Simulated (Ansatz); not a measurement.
# CH5AlO: the cost of one run

Method: RKS PBE0-D4/6-31G, in Ansatz 0.2.0.

**1. The structure to begin with**

Bond lengths: C1–O2 1.370 Å, O2–Al3 1.838 Å, C1–H4 1.087 Å, C1–H5 1.091 Å, C1–H6 1.184 Å, Al3–H7 1.659 Å, Al3–H8 1.550 Å. Angles: C1–O2–Al3 107.2°, O2–C1–H4 114.3°, O2–C1–H5 116.3°, O2–C1–H6 107.4°, H4–C1–H5 107.8°, H4–C1–H6 105.0°, H5–C1–H6 105.0°, O2–Al3–H7 119.0°, O2–Al3–H8 122.8°, H7–Al3–H8 118.2°.

As a file:

```xyz
8

C    -0.4430    0.9912   -0.3156
O    -0.4621    0.2626    0.8447
Al    0.4949   -1.2756    0.5347
H    -0.9177    0.4985   -1.1604
H     0.5327    1.3519   -0.6449
H    -1.0848    1.9684   -0.1313
H     2.1298   -1.2767    0.8136
H    -0.1576   -2.5775    0.0033
```

**2. Relaxing end A**

Contents of input.yaml:

```yaml
crystal:
  periodic: [false, false, false]
  atoms:
    - { symbol: C, position_ang: [-0.443, 0.9912, -0.3156] }
    - { symbol: O, position_ang: [-0.4621, 0.2626, 0.8447] }
    - { symbol: Al, position_ang: [0.4949, -1.2756, 0.5347] }
    - { symbol: H, position_ang: [-0.9177, 0.4985, -1.1604] }
    - { symbol: H, position_ang: [0.5327, 1.3519, -0.6449] }
    - { symbol: H, position_ang: [-1.0848, 1.9684, -0.1313] }
    - { symbol: H, position_ang: [2.1298, -1.2767, 0.8136] }
    - { symbol: H, position_ang: [-0.1576, -2.5775, 0.0033] }
basis:
  gaussian: { orbitals: "6-31G" }
hamiltonian:
  xc: pbe0
  dispersion: d4
relax:
  f_tol: 0.015
  max_steps: 40
```

Command:

```
> ansatz run input.yaml --threads 1 --pin off --max-ram 2048MiB --backend cpu --events-out ev --progress --plain --runs-dir out
```

**Question.** How long does this run take on 1 thread of Arm Neoverse V1, shared host, and how much memory does it need?

About 31 s, with a peak of 0.12 GiB.
